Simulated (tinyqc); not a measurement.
Worked calculation: extended Hueckel theory, for N2+. The parameters take no account of the charge, which enters only through the electron count. Computed by tinyqc, a small Python program that keeps every step (integrals from PySCF). Settings: charge = 1, K = 1.5, multiplicity = 2. Command: `OMP_NUM_THREADS=1 python tinyqc.py 27859 27860 out.jsonl` (the two numbers bound the seeds that draw the settings). One thread of a shared host (Intel(R) Xeon(R) Processor @ 2.60GHz), about 0.01 s of CPU time with the checks.

## Overlaps

Geometry (angstrom):
```
atom         x         y         z
N     0.000000  0.000000  0.000000
N     0.000000  0.000000  1.164000
```

Parameters chosen for this run:
```
element  shell  Slater exponent   H_ii (eV)
N           2s         1.950000  -26.000000
N           2p         1.950000  -13.400000
```

Slater orbitals, each expanded in six Gaussians scaled to its exponent.

overlap S:
```
            1N 2s    1N 2px    1N 2py     1N 2pz     2N 2s    2N 2px    2N 2py     2N 2pz
1N 2s    1.000000  0.000000  0.000000   0.000000  0.408090  0.000000  0.000000  -0.414307
1N 2px   0.000000  1.000000  0.000000   0.000000  0.000000  0.245620  0.000000   0.000000
1N 2py   0.000000  0.000000  1.000000   0.000000  0.000000  0.000000  0.245620   0.000000
1N 2pz   0.000000  0.000000  0.000000   1.000000  0.414307  0.000000  0.000000  -0.330763
2N 2s    0.408090  0.000000  0.000000   0.414307  1.000000  0.000000  0.000000   0.000000
2N 2px   0.000000  0.245620  0.000000   0.000000  0.000000  1.000000  0.000000   0.000000
2N 2py   0.000000  0.000000  0.245620   0.000000  0.000000  0.000000  1.000000   0.000000
2N 2pz  -0.414307  0.000000  0.000000  -0.330763  0.000000  0.000000  0.000000   1.000000
```

## Wolfsberg-Helmholz matrix

diagonal H_ii (eV): 1N 2s -26.000000, 1N 2px -13.400000, 1N 2py -13.400000, 1N 2pz -13.400000, 2N 2s -26.000000, 2N 2px -13.400000, 2N 2py -13.400000, 2N 2pz -13.400000

K = 1.500000

H_ij = K' S_ij (H_ii + H_jj)/2 for i != j (the diagonal keeps H_ii), with K' = 1.5.

H (eV):
```
             1N 2s      1N 2px      1N 2py      1N 2pz       2N 2s      2N 2px      2N 2py      2N 2pz
1N 2s   -26.000000    0.000000    0.000000    0.000000  -15.915525    0.000000    0.000000   12.242779
1N 2px    0.000000  -13.400000    0.000000    0.000000    0.000000   -4.936966    0.000000    0.000000
1N 2py    0.000000    0.000000  -13.400000    0.000000    0.000000    0.000000   -4.936966    0.000000
1N 2pz    0.000000    0.000000    0.000000  -13.400000  -12.242779    0.000000    0.000000    6.648333
2N 2s   -15.915525    0.000000    0.000000  -12.242779  -26.000000    0.000000    0.000000    0.000000
2N 2px    0.000000   -4.936966    0.000000    0.000000    0.000000  -13.400000    0.000000    0.000000
2N 2py    0.000000    0.000000   -4.936966    0.000000    0.000000    0.000000  -13.400000    0.000000
2N 2pz   12.242779    0.000000    0.000000    6.648333    0.000000    0.000000    0.000000  -13.400000
```

## Orbitals

valence electrons = 9

Solve H C = S C e through S^(-1/2); fill by pairs from the bottom, a degenerate level sharing its electrons equally; each orbital has its largest coefficient positive (the first on a tie).

orbital energies (eV): -29.767934  -20.474074  -14.721153  -14.721153  -13.626288  -11.218532  -11.218532  17.797911

occupations: 2.000000  2.000000  2.000000  2.000000  1.000000  0.000000  0.000000  0.000000

coefficients:
```
              MO1        MO2        MO3       MO4        MO5        MO6        MO7        MO8
1N 2s    0.596700   0.636006   0.000000  0.000000  -0.186676   0.000000   0.000000   1.042186
1N 2px   0.000000   0.000000  -0.184968  0.605965   0.000000   0.814086   0.007783   0.000000
1N 2py   0.000000   0.000000   0.605965  0.184968   0.000000  -0.007783   0.814086   0.000000
1N 2pz  -0.002754  -0.344087   0.000000  0.000000   0.643122   0.000000   0.000000   1.095455
2N 2s    0.596700  -0.636006   0.000000  0.000000  -0.186676   0.000000   0.000000  -1.042186
2N 2px   0.000000   0.000000  -0.184968  0.605965   0.000000  -0.814086  -0.007783   0.000000
2N 2py   0.000000   0.000000   0.605965  0.184968   0.000000   0.007783  -0.814086   0.000000
2N 2pz   0.002754  -0.344087   0.000000  0.000000  -0.643122   0.000000   0.000000   1.095455
```

sum of one-electron energies = -172.994917 eV

Within a degenerate level the vectors are fixed only up to a rotation; this is one choice.

## Mulliken analysis

P = C n C^T; charge = valence electrons (N 5) minus the sum of (P S)_ii on the atom; overlap population = 2 sum P_ij S_ij between two atoms.

charges: 1N 0.500000, 2N 0.500000

Overlap populations:
```
pair     value
2-1   1.376009
```
